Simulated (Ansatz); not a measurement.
Process, species as SMILES: [CH]=CF → FC=[CH-] (an electron is taken up)
B3LYP-D3(BJ)/def2-TZVP geometries, fixed; electronic energies without zero-point terms; positive where energy is released.

Basis-set convergence of the adiabatic electron affinity at PBE with Ansatz (a first-principles code). Cartesian d functions, on some or all atoms, in 6-31G*; all else is spherical. The program fits the integrals of some runs and decomposes those of others, by size. Open shells are unrestricted. No added dispersion term, no relativity. Functions are those of the species that has most. Reference: the value in aug-pcseg-3, 1.489 eV, itself unsure by roughly 0.016 eV (its mean distance from aug-cc-pVQZ, def2-QZVPPD). Deviations are taken from unrounded values.

| basis | functions | adiabatic electron affinity (eV) | minus reference (eV) |
|---|---|---|---|
| STO-3G | 17 | -3.457 | -4.946 |
| pcseg-0 | 31 | 0.774 | -0.716 |
| def2-SV(P) | 46 | 0.771 | -0.718 |
| 6-31G* | 49 | 0.454 | -1.036 |
| def2-SVP | 52 | 0.772 | -0.717 |
| aug-cc-pVDZ | 87 | 1.532 | 0.043 |
| def2-TZVP | 105 | 1.265 | -0.224 |
| cc-pVTZ | 118 | 1.113 | -0.377 |
| def2-TZVPP | 121 | 1.267 | -0.223 |
| 6-311++G(3df,3pd) | 153 | 1.476 | -0.013 |
| aug-cc-pVTZ | 184 | 1.491 | 0.002 |
| def2-QZVPP | 231 | 1.385 | -0.104 |
| pcseg-3 | 246 | 1.459 | -0.031 |
